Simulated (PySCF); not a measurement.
A GIAO shielding run with PySCF 2.14.0 with density-fitted response routines (density fitting, non-relativistic, gas phase) on SMILES Cn1cccn1, C4H6N2:

```
$ OMP_NUM_THREADS=1 python probes_run.py task.json out

{"job": {"kind": "nmr", "xc": "BP86", "basis": "pcSseg-2", "pop": false}, "charge": 0, "multiplicity": 1}
C     -1.751715    -0.147108     0.557256
N     -0.383392    -0.119754     0.114592
C      0.461497     0.939727     0.100853
C      1.650060     0.489760    -0.442101
C      1.402261    -0.870379    -0.724189
N      0.169705    -1.221594    -0.383666
H     -1.998242     0.812152     1.029612
H     -2.430268    -0.316017    -0.292225
H     -1.892295    -0.956420     1.286958
H      0.160936     1.915805     0.476035
H      2.561576     1.059022    -0.603218
H      2.076433    -1.607329    -1.160145
```

Hardware: 1 thread of an Arm Neoverse V1, shared host. The job also computes ring-centre shieldings.

(1) How large is the calculation?

(2) How long does it take, and how much memory does it need?

(3) And these other runs on the same molecule and hardware: GIAO shielding at BLYP/pcSseg-2; GIAO shielding at HF/pcSseg-2; GIAO shielding at LDA/pcSseg-2; GIAO shielding at OPBE/pcSseg-2; GIAO shielding at PBE/pcSseg-2?

Answers

(1) 44 electrons, 300 basis functions and 774 auxiliary functions.

(2) 50 s of wall time, with 15 SCF cycles; peak memory 0.99 GiB. Times on a shared host scatter by some tens of per cent.

(3) BLYP/pcSseg-2: 300 functions, 52 s; HF/pcSseg-2: 300 functions, 19 s; LDA/pcSseg-2: 300 functions, 43 s; OPBE/pcSseg-2: 300 functions, 52 s; PBE/pcSseg-2: 300 functions, 52 s.
